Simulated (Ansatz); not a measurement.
Results of PBEsol-D3(BJ) (PAW; Ansatz, an electronic-structure program) for rock-salt TiC.

Numerical settings: plane-wave cutoff 520 eV, 22×22×22 k mesh, Fermi–Dirac smearing 0.05 eV, no spin polarisation, scalar-relativistic PAW data made under PBE.

Computed points:

| V (Å³/atom) | E − E_lowest (meV/atom) | P (GPa) |
|---|---|---|
| 9.062 | 33.70 | 19.68 |
| 9.255 | 14.44 | 12.45 |
| 9.448 | 3.47 | 5.90 |
| 9.641 | 0.00 | -0.03 |
| 9.833 | 3.32 | -5.40 |
| 10.026 | 12.79 | -10.25 |
| 10.219 | 27.82 | -14.65 |

Q: Fit the third-order Birch–Murnaghan equation and give B0 and B′.

A: V0 = 9.640 Å³/atom, B0 = 282 GPa, B′ = 4.0 (fit to the energies at full precision).

Measured, for comparison: bulk modulus 240 GPa (temperature not stated, no zero-point or thermal correction, our sources range from 235 to 268; as tabulated in Krasnenko and Brik (2013), arXiv:1306.3139); equilibrium volume per atom 10.15 Å³/atom (temperature not stated, no zero-point or thermal correction; as tabulated in Zhang et al. (2018), doi:10.1088/1367-2630/aac7f0). Computed (rounded) less measured: bulk modulus not scored (sources differ), equilibrium volume per atom -5.0 %.
